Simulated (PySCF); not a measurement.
# Shifts of the heteroatoms

Molfile (atoms numbered from 1):
```
H3O3P
     RDKit          3D

  7  6  0  0  0  0  0  0  0  0999 V2000
   -0.1730    0.5920    1.4557 O   0  0  0  0  0  0  0  0  0  0  0  0
   -0.0209    0.3618    0.0188 P   0  0  0  0  0  5  0  0  0  0  0  0
    1.3115   -0.4080   -0.3889 O   0  0  0  0  0  0  0  0  0  0  0  0
   -1.1990   -0.4470   -0.6758 O   0  0  0  0  0  0  0  0  0  0  0  0
    0.0342    1.4760   -0.8228 H   0  0  0  0  0  0  0  0  0  0  0  0
    1.8076   -0.6755    0.3928 H   0  0  0  0  0  0  0  0  0  0  0  0
   -1.7281   -0.9294   -0.0303 H   0  0  0  0  0  0  0  0  0  0  0  0
  1  2  2  0
  2  3  1  0
  2  4  1  0
  2  5  1  0
  3  6  1  0
  4  7  1  0
M  END
```

Theory: coordinates at the PBE0-D3(BJ)/def2-TZVP level, B97-2/pcSseg-2 with gauge-including orbitals, in PySCF (gas phase, non-relativistic Hamiltonian, equivalent nuclei averaged, one conformer).

Question: Where does 31P resonate?

Answer: 
```json
{"atoms": "P2", "environment": "phosphorus bonded to 3 O, H", "σ (ppm)": "309.0", "δ (ppm)": "7.1"}
```

Shieldings were converted by a linear fit to measured shifts: 31P (scatter 13.4 ppm rms, 16.3 ppm with the 1 outlier that the fit left out vs H3PO4, solution or neat liquid). Occasional misses reach two or three times the rms, and more in compound classes unlike the fitted ones.

On a 300 MHz spectrometer 31P resonates near 121.4 MHz, so 1 ppm is 121.4 Hz.

Question: Where does 17O resonate?

Answer: 
```
atoms            environment  σ (ppm)  δ (ppm)
   O1             P=O oxygen    174.7    108.6
O3/O4  oxygen bonded to P, H    211.7     73.6
```

Shieldings were converted by a linear fit to measured shifts: 17O (scatter 12.2 ppm rms vs liquid water, solution or neat liquid). A few per cent of atoms miss by over 2 rms, more outside the fitted compound classes.

On a 400 MHz spectrometer 17O resonates near 54.2 MHz, so 1 ppm is 54.2 Hz.
